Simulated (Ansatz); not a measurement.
A made-up structure of CH$_{4}$NSi (charge -1), singlet:

```
7
angstrom
C -1.0755 0.4142 -0.6978
Si 0.2941 -0.0129 0.2696
N 1.2921 -1.3117 0.1992
H -1.4643 -0.1704 -1.5264
H -1.6064 1.3370 -0.4784
H -0.7044 -0.4178 -1.2398
H 2.0226 -1.3006 0.9028
```

It is relaxed with PBE-D4/def2-SVPD and then PBE0-D4/def2-TZVPD (Ansatz 0.2.0). Atoms count as bonded within 1.22 times the sum of their covalent radii (H–H: 0.88 Å). The end point is not checked to be a true minimum.

Does its bonding change? (A judgement: the text doesn't fix the answer.)

Computed: Yes. Formed: none; broken: H4–H6.

Where it ends: The first stage lowers the energy by 5.16 eV in 14 steps. It ends as CH₄NSi ([CH3][Si][NH]), total charge -1:
| atom | x (Å) | y (Å) | z (Å) |
| --- | --- | --- | --- |
| C1 | -0.9875 | 0.2249 | -0.8385 |
| Si2 | -0.0345 | -0.3753 | 0.7480 |
| N3 | 1.3668 | -0.9945 | 0.1072 |
| H4 | -1.9486 | -0.2986 | -0.9316 |
| H5 | -1.2197 | 1.2962 | -0.7709 |
| H6 | -0.3843 | 0.0384 | -1.7352 |
| H7 | 1.9660 | -1.3533 | 0.8501 |

Labels in which every atom is bracketed show which atoms are joined, not bond orders.

For scale, one of the runs: PBE0-D4/def2-TZVPD relaxation, 153 basis functions, launched by `ansatz run in.yaml --threads 2 --pin off --events-out ev --progress --plain --max-ram 4352MiB`. Hardware: 2 CPU threads of an Intel Xeon Platinum 8259CL, shared host. Wall time about 20 s.
